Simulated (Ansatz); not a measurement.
Basis sets compared for cyclo-(PH)4 (P₄H₄). Charge 0, multiplicity 1. Geometry r2SCAN-D4/def2-SVP. Ansatz on 4 threads of Arm Neoverse N1 on a shared host; times are rough, and most runs start from earlier orbitals.

Cartesian coordinates in Å:
```
P -0.463 -1.565 -0.228
P 1.132 -0.294 -1.246
P -0.443 1.314 -0.891
P -0.749 0.255 1.086
H 0.415 -2.301 0.632
H 1.847 -0.019 -0.028
H 0.447 2.340 -0.436
H -2.185 0.271 1.111
```

Binding counts from free atoms (P quartet, H doublet) in the same basis, without a counterpoise term.

| level | functions | energy (Eh) | HOMO (eV) | LUMO (eV) | binding per atom (eV) | wall time |
| --- | --- | --- | --- | --- | --- | --- |
| HF/STO-3G | 40 | -1349.9739 | -5.98 | 8.28 | 2.15 | 0.2 s |
| HF/6-31G | 60 | -1365.0080 | -9.34 | 1.41 | 0.88 | 0.45 s |
| PBE-D4/def2-SVP | 92 | -1366.7676 | -5.78 | -1.91 | 2.79 | 1.2 s |
| PBE0-D4/def2-SVP | 92 | -1366.8838 | -6.84 | -1.08 | 2.71 | 1.6 s |

Question: Estimate the rows for HF/def2-TZVP, PBE-D4/def2-TZVP (with forces), PBE0-D4/def2-TZVP.

Answer: 
| level | functions | energy (Eh) | HOMO (eV) | LUMO (eV) | binding per atom (eV) | wall time |
| --- | --- | --- | --- | --- | --- | --- |
| HF/def2-TZVP | 172 | -1365.3190 | -9.08 | 1.89 | 1.63 | 2 s |
| PBE-D4/def2-TZVP (with forces) | 172 | -1367.2500 | -5.80 | -2.15 | 2.86 | 2.9 s |
| PBE0-D4/def2-TZVP | 172 | -1367.3617 | -6.81 | -1.33 | 2.78 | 3.4 s |
